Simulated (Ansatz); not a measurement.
C₃H₆FN (`C=C(N)CF`). Total charge 0; spin multiplicity 1.

```xyz
11

C    -0.960   -0.215   -1.126
C    -0.234    0.024   -0.032
N    -0.736    0.330    1.218
C     1.256    0.108   -0.108
F     1.835   -0.621    0.926
H    -2.044   -0.206   -1.108
H    -0.476   -0.398   -2.075
H    -0.147    0.038    1.982
H    -1.703    0.087    1.364
H     1.589    1.144    0.013
H     1.620   -0.291   -1.055
```

(1) Give the diagnostics of a CCSD(T)/def2-TZVPP run (frozen core, Ansatz). (Best estimate.)

Results:

(1) Computed: T1 = 0.0114, largest single amplitude 0.019, largest double 0.063, (T) share of the correlation energy 3.8 %, 9 CCSD cycles. The RHF solution is stable towards an unrestricted one. T1 lies under the customary mark of 0.02 for closed shells.
